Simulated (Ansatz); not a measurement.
Single points on MgMe(OH) (CH4MgO).

```yaml
crystal:
  periodic: [false, false, false]
  atoms:
    - {symbol: Mg, position_ang: [0.051449, -0.043792, -0.714754]}
    - {symbol: C, position_ang: [-0.103384, 0.086226, 1.348512]}
    - {symbol: H, position_ang: [0.877592, 0.026543, 1.829404]}
    - {symbol: H, position_ang: [-0.715863, -0.722707, 1.757911]}
    - {symbol: H, position_ang: [-0.561088, 1.030045, 1.659623]}
    - {symbol: O, position_ang: [0.181324, -0.153611, -2.470465]}
    - {symbol: H, position_ang: [0.269969, -0.222684, -3.410230]}
basis:
  gaussian: {orbitals: def2-SVP, initial_orbitals: start.molden}
hamiltonian: {xc: pbe0, dispersion: d4}
scf: {omitted_lower_state_checks: [starts]}
output: {orbitals: {seedname: orbitals}}
```

The file start.molden holds the orbitals of an earlier run on this structure, at another level or in another basis.

```sh
$ ansatz run in.yaml --threads 4 --pin off --events-out ev --progress --plain --max-ram 3916MiB
```

It prints (some lines left out):

```
Functional definition: PBE0
724 factors; their error is unknown
mean field evaluation 1: about -8583.6283 eV, gradient 6.4e0 eV
mean field evaluation 2: about -8583.7226 eV, gradient 8.3e-2 eV
mean field evaluation 4: about -8583.8139 eV, gradient 8.9e-5 eV
mean field -8583.81393670 eV, -315.4493438556 hartree, gradient 9.2e-6 eV, S^2 0.000000; 0 other end points of the search recorded, 0 dependent functions left out
reference -8583.81396893 eV, -315.4493450402 hartree; 15, 15 occupied and 51, 51 virtual orbitals, 724 factors
Total energy: -8583.87326382 eV, -315.4515240871 hartree
Checks for a lower state left out: starts
```

Run time 0.45 s (4 threads of Arm Neoverse V2 on a shared host).

First input, but with `gaussian: {orbitals: def2-TZVP, initial_orbitals: start.molden}`, `hamiltonian: {xc: {name: r2SCANh}, dispersion: d4}` (abridged; 1.4 s):

```
Functional definition: r2SCANh
mean field -8593.34955303 eV, -315.7997712923 hartree, gradient 1.5e-5 eV, S^2 0.000000
Total energy: -8593.36823806 eV, -315.8004579544 hartree
Checks for a lower state left out: starts
```

First input, but with `gaussian: {orbitals: def2-TZVP, initial_orbitals: start.molden}`, `hamiltonian: {xc: pbe}`, `correlation: {method: rpa}` and without the key `output` (abridged; 1.1 s):

```
Functional definition: PBE
mean field -8588.82395236 eV, -315.6334585351 hartree, gradient 2.2e-6 eV, S^2 0.000000
3 core orbitals not correlated: weight in the atoms' cores, before any rotation towards them, 1.000 or more for the frozen orbitals, at most 0.000 for the correlated occupied ones
Total energy: -8590.57327769 eV, -315.6977450555 hartree
Checks for a lower state left out: starts
```

As the first input, with `gaussian: {orbitals: 6-31G}`, `hamiltonian: {xc: {name: B3LYP}, dispersion: d4}` (abridged; 0.3 s):

```
Functional definition: B3LYP
mean field -8593.99427326 eV, -315.8234643238 hartree, gradient 3.2e-5 eV, S^2 0.000000
Total energy: -8594.10810798 eV, -315.8276476726 hartree
Checks for a lower state left out: starts
```

The first input with `gaussian: {orbitals: def2-TZVPP, initial_orbitals: start.molden}`, `correlation: {method: ccsd_t}` and without the key `hamiltonian` (abridged; 14 s):

```
Functional definition: HF
mean field -8564.80050389 eV, -314.7506130877 hartree, gradient 1.9e-6 eV, S^2 0.000000
3 core orbitals not correlated: weight in the atoms' cores, before any rotation towards them, 1.000 or more for the frozen orbitals, at most 0.000 for the correlated occupied ones
second order -17.28533059 eV of doubles, -0.00000000 eV of singles
cycle   1  -17.51864131 eV  change   -2.3e-1 eV  update   7.6e-2
cycle   2  -17.81371199 eV  change   -3.0e-1 eV  update   2.3e-2
cycle   3  -17.89429599 eV  change   -8.1e-2 eV  update   1.2e-2
cycle   4  -17.88958122 eV  change    4.7e-3 eV  update   3.3e-3
cycle   5  -17.88848985 eV  change    1.1e-3 eV  update   1.5e-3
cycle   6  -17.88884313 eV  change   -3.5e-4 eV  update   4.9e-4
cycle   7  -17.88864797 eV  change    2.0e-4 eV  update   1.8e-4
cycle   8  -17.88860144 eV  change    4.7e-5 eV  update   5.5e-5
cycle   9  -17.88860813 eV  change   -6.7e-6 eV  update   2.3e-5
perturbative correction -0.49577594 eV, -0.0182194299 hartree
Total energy: -8583.18488796 eV, -315.4262267410 hartree
Checks for a lower state left out: starts
```

As the first input, with `gaussian: {orbitals: def2-TZVP, initial_orbitals: start.molden}`, `hamiltonian: {xc: hse06, dispersion: d4}`, `output: {forces: true, orbitals: {seedname: orbitals}}` (abridged; 0.95 s):

```
Functional definition: HSE06
mean field -8589.19531584 eV, -315.6471058915 hartree, gradient 7.8e-6 eV, S^2 0.000000
Total energy: -8589.25059621 eV, -315.6491374074 hartree
Atom 0 force     0.000972    -0.000733    -0.002731 eV/Å
Atom 1 force    -0.000061    -0.000048     0.000073 eV/Å
Atom 2 force     0.004261    -0.000135     0.002876 eV/Å
Atom 3 force    -0.002788    -0.003367     0.001821 eV/Å
Atom 4 force    -0.002123     0.004161     0.001136 eV/Å
Atom 5 force    -0.000512     0.000462     0.006502 eV/Å
Atom 6 force     0.000252    -0.000339    -0.009677 eV/Å
Dipole moment:     0.009031    -0.005519    -0.032785 e Å
Checks for a lower state left out: starts
```

As the first input, with `gaussian: {orbitals: def2-TZVP, initial_orbitals: start.molden}` and without the key `scf` (abridged; 0.8 s):

```
Functional definition: PBE0
mean field evaluation 16: about -8589.5138 eV, gradient 1.2e-3 eV
mean field -8589.51377890 eV, -315.6588091929 hartree, gradient 2.4e-5 eV, S^2 0.000000; 1 other end points of the search recorded, 0 dependent functions left out
Total energy: -8589.57310752 eV, -315.6609894796 hartree
```

Geometry: PBE0-D4/def2-TZVP.

B3LYP takes the VWN-RPA correlation. HSE06 is defined as in plane-wave codes, on full-range PBE exchange. Correlated methods freeze 3 core orbitals; core or outer-core shells of Mg are correlated, in sets that lack core-valence functions.
